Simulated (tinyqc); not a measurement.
Inside a calculation. Method: G0W0 on RHF in the sto-3g basis, for H2O, spin multiplicity 1. One step of it, computed by the program tinyqc.

Task: G0W0 on Hartree-Fock: LUMO. W(p,q,m) = sqrt2 sum_ia (pq|ia) (X+Y)_ia,m; Sigma_c(x) = sum_(i,m) W^2/(x - e_i + w_m) + sum_(a,m) W^2/(x - e_a - w_m); solve x = e_p + Sigma_c(x) by Newton steps; Z = 1/(1 - dSigma/dx); 1 hartree = 27.211386 eV.

orbital energies (hartree): MO1 -20.270582, MO2 -1.180873, MO3 -0.514889, MO4 -0.412921, MO5 -0.385595, MO6 0.395515, MO7 0.521552

Two-electron integrals over orbitals (pq|rs), unique and non-zero (hartree):
```
(11|11) 4.747653    (21|11) -0.436119   (21|21) 0.063193    (22|11) 1.032391
(22|21) -0.016419   (22|22) 0.727344    (31|11) 0.019515    (31|21) -0.002571
(31|22) 0.001664    (31|31) 0.010432    (32|11) -0.015465   (32|21) 0.001050
(32|22) 0.000727    (32|31) 0.016212    (32|32) 0.123227    (33|11) 0.740774
(33|21) -0.004865   (33|22) 0.598430    (33|31) -0.000349   (33|32) 0.001107
(33|33) 0.572230    (41|11) 0.147789    (41|21) -0.020126   (41|22) 0.010365
(41|31) 0.001365    (41|32) 0.000284    (41|33) 0.004779    (41|41) 0.022277
(42|11) -0.145977   (42|21) 0.007156    (42|22) -0.035674   (42|31) 0.000210
(42|32) 0.003363    (42|33) 0.002197    (42|41) 0.018911    (42|42) 0.129360
(43|11) 0.021418    (43|21) -0.000629   (43|22) 0.010370    (43|31) -0.001924
(43|32) 0.030037    (43|33) 0.008178    (43|41) -0.001101   (43|42) -0.010572
(43|43) 0.059970    (44|11) 0.906847    (44|21) -0.010341   (44|22) 0.653143
(44|31) -0.000132   (44|32) -0.012461   (44|33) 0.548382    (44|41) -0.007759
(44|42) -0.085801   (44|43) 0.004952    (44|44) 0.670241    (51|51) 0.025934
(52|51) 0.033669    (52|52) 0.153920    (53|51) -0.001419   (53|52) -0.005261
(53|53) 0.025357    (54|51) -0.010597   (54|52) -0.040304   (54|53) 0.002512
(54|54) 0.044152    (55|11) 1.115366    (55|21) -0.012396   (55|22) 0.760406
(55|31) 0.000550    (55|32) -0.008111   (55|33) 0.586349    (55|41) 0.004168
(55|42) -0.079832   (55|43) 0.012433    (55|44) 0.673122    (55|55) 0.880159
(61|11) 0.175929    (61|21) -0.026796   (61|22) 0.003087    (61|31) 0.002381
(61|32) 0.001737    (61|33) -0.000537   (61|41) -0.004798   (61|42) -0.020327
(61|43) 0.001008    (61|44) 0.013422    (61|55) 0.004887    (61|61) 0.022879
(62|11) -0.238545   (62|21) 0.005836    (62|22) -0.119604   (62|31) 0.001088
(62|32) 0.009883    (62|33) -0.058282   (62|41) -0.018009   (62|42) -0.040128
(62|43) -0.003063   (62|44) -0.052942   (62|55) -0.128305   (62|61) 0.011068
(62|62) 0.089506    (63|11) 0.047618    (63|21) -0.000938   (63|22) 0.025651
(63|31) -0.002159   (63|32) 0.035796    (63|33) 0.018235    (63|41) 0.000458
(63|42) -0.009258   (63|43) 0.043168    (63|44) 0.008545    (63|55) 0.027702
(63|61) -0.000014   (63|62) -0.010937   (63|63) 0.079614    (64|11) -0.291426
(64|21) 0.004042    (64|22) -0.145347   (64|31) -0.001160   (64|32) -0.008221
(64|33) -0.051449   (64|41) -0.001220   (64|42) 0.050397    (64|43) -0.015642
(64|44) -0.131997   (64|55) -0.164466   (64|61) -0.002024   (64|62) 0.057532
(64|63) -0.027842   (64|64) 0.113007    (65|51) -0.011717   (65|52) -0.046614
(65|53) 0.004214    (65|54) -0.009029   (65|65) 0.031933    (66|11) 0.758210
(66|21) -0.007446   (66|22) 0.576066    (66|31) -0.000896   (66|32) -0.022139
(66|33) 0.530622    (66|41) 0.015676    (66|42) 0.042667    (66|43) -0.020492
(66|44) 0.538147    (66|55) 0.565280    (66|61) -0.008319   (66|62) -0.083160
(66|63) -0.015134   (66|64) -0.050679   (66|66) 0.573145    (71|11) -0.035751
(71|21) 0.005636    (71|22) -0.000008   (71|31) 0.013679    (71|32) 0.021112
(71|33) -0.001073   (71|41) -0.000469   (71|42) 0.002022    (71|43) -0.002723
(71|44) -0.002014   (71|55) -0.000960   (71|61) -0.001152   (71|62) 0.001639
(71|63) -0.002556   (71|64) -0.001029   (71|66) -0.001748   (71|71) 0.019277
(72|11) 0.051077    (72|21) -0.001089   (72|22) 0.026026    (72|31) 0.015198
(72|32) 0.060208    (72|33) 0.005734    (72|41) 0.001917    (72|42) -0.000472
(72|43) -0.025116   (72|44) 0.016326    (72|55) 0.026865    (72|61) 0.001658
(72|62) -0.004183   (72|63) -0.024005   (72|64) -0.013063   (72|66) 0.014784
(72|71) 0.019535    (72|72) 0.073034    (73|11) 0.372153    (73|21) -0.006764
(73|22) 0.176816    (73|31) -0.000278   (73|32) -0.019163   (73|33) 0.086554
(73|41) -0.000071   (73|42) -0.071702   (73|43) -0.000639   (73|44) 0.137316
(73|55) 0.207467    (73|61) 0.004769    (73|62) -0.061671   (73|63) 0.004719
(73|64) -0.105806   (73|66) 0.052053    (73|71) -0.001507   (73|72) 0.015883
(73|73) 0.162452    (74|11) 0.016987    (74|21) -0.000217   (74|22) 0.005726
(74|31) -0.007124   (74|32) -0.065824   (74|33) 0.000730    (74|41) 0.000880
(74|42) 0.002160    (74|43) -0.018401   (74|44) 0.012856    (74|55) 0.008868
(74|61) -0.001819   (74|62) -0.009138   (74|63) -0.056130   (74|64) 0.007029
(74|66) 0.023556    (74|71) -0.009661   (74|72) -0.016112   (74|73) 0.019339
(74|74) 0.067782    (75|51) 0.002358    (75|52) 0.009486    (75|53) 0.023466
(75|54) -0.000722   (75|65) -0.001288   (75|75) 0.026008    (76|11) 0.007227
(76|21) -0.000221   (76|22) -0.001209   (76|31) -0.006652   (76|32) -0.076292
(76|33) -0.002276   (76|41) -0.001819   (76|42) -0.006842   (76|43) -0.064257
(76|44) 0.013639    (76|55) 0.003681    (76|61) 0.000527    (76|62) 0.003255
(76|63) -0.064016   (76|64) 0.014900    (76|66) 0.028332    (76|71) -0.008952
(76|72) 0.000046    (76|73) 0.022586    (76|74) 0.054862    (76|76) 0.102575
(77|11) 0.830162    (77|21) -0.008881   (77|22) 0.604408    (77|31) 0.003055
(77|32) 0.026184    (77|33) 0.568837    (77|41) 0.003529    (77|42) -0.020813
(77|43) 0.024523    (77|44) 0.562210    (77|55) 0.603772    (77|61) 0.003446
(77|62) -0.056317   (77|63) 0.037172    (77|64) -0.063628   (77|66) 0.527054
(77|71) 0.002855    (77|72) 0.012903    (77|73) 0.093820    (77|74) -0.018663
(77|76) -0.028836   (77|77) 0.596495
```

excitation energies w (hartree): 0.842505  0.906999  0.950934  0.957800  1.160502  1.339270  1.780278  1.849205  20.711764  20.830709

X + Y:
```
            1          2          3          4          5          6          7          8
1>6  0.000000   0.000127   0.000226   0.000000   0.000281  -0.001477  -0.001756  -0.000018
1>7  0.000000   0.000398   0.001247   0.000000   0.000958   0.000391  -0.001145  -0.003507
2>6  0.000000  -0.061426   0.040097   0.000000  -0.023154   0.321703   0.879368  -0.173309
2>7  0.000000   0.033850   0.074277   0.000000  -0.012209  -0.054910   0.205704   0.934992
3>6  0.000000   0.299633   0.638648   0.000000  -0.613359   0.032154  -0.030140  -0.028685
3>7  0.000000   0.367484  -0.168668   0.000000   0.051901   0.780195  -0.181803   0.072481
4>6  0.000000   0.837789  -0.179162   0.000000   0.146123  -0.266535   0.101994  -0.039300
4>7  0.000000   0.046861   0.705195   0.000000   0.625753   0.052417  -0.022768  -0.017461
5>6  0.962665   0.000000   0.000000  -0.018870   0.000000   0.000000   0.000000   0.000000
5>7  0.021682   0.000000   0.000000   0.972986   0.000000   0.000000   0.000000   0.000000

             9         10
1>6   0.998710  -0.019241
1>7   0.019355   0.998887
2>6   0.000164   0.000021
2>7   0.000033   0.000308
3>6  -0.000001  -0.000022
3>7   0.000046  -0.000015
4>6  -0.000015  -0.000007
4>7  -0.000018  -0.000083
5>6   0.000000   0.000000
5>7   0.000000   0.000000
```

Give: The 12 largest terms at x = e_p; Newton steps; quasiparticle energy of the LUMO; Hartree-Fock value.

Result:

The 12 largest terms at x = e_p (hartree; W for the signs of X + Y given):

| q | m | W | term |
|---|---|---|---|
| 7 | 5 | 0.1087 | -0.0092 |
| 4 | 6 | -0.1329 | 0.0082 |
| 6 | 7 | -0.1199 | -0.0081 |
| 3 | 5 | -0.1234 | 0.0073 |
| 2 | 7 | 0.1350 | 0.0054 |
| 4 | 7 | 0.1122 | 0.0049 |
| 4 | 2 | 0.0619 | 0.0022 |
| 6 | 8 | 0.0481 | -0.0013 |
| 5 | 1 | 0.0434 | 0.0012 |
| 6 | 6 | 0.0386 | -0.0011 |
| 4 | 5 | 0.0443 | 0.0010 |
| 6 | 2 | -0.0299 | -0.0010 |

Newton steps (hartree):

| step | x | Sigma_c(x) | Z |
|---|---|---|---|
| 0 | 0.3955 | 0.0118 | 0.9708 |
| 1 | 0.4070 | 0.0115 | 0.9707 |
| 2 | 0.4070 | 0.0115 | 0.9707 |

quasiparticle energy of the LUMO = 11.0747 eV

Hartree-Fock value = 10.7625 eV
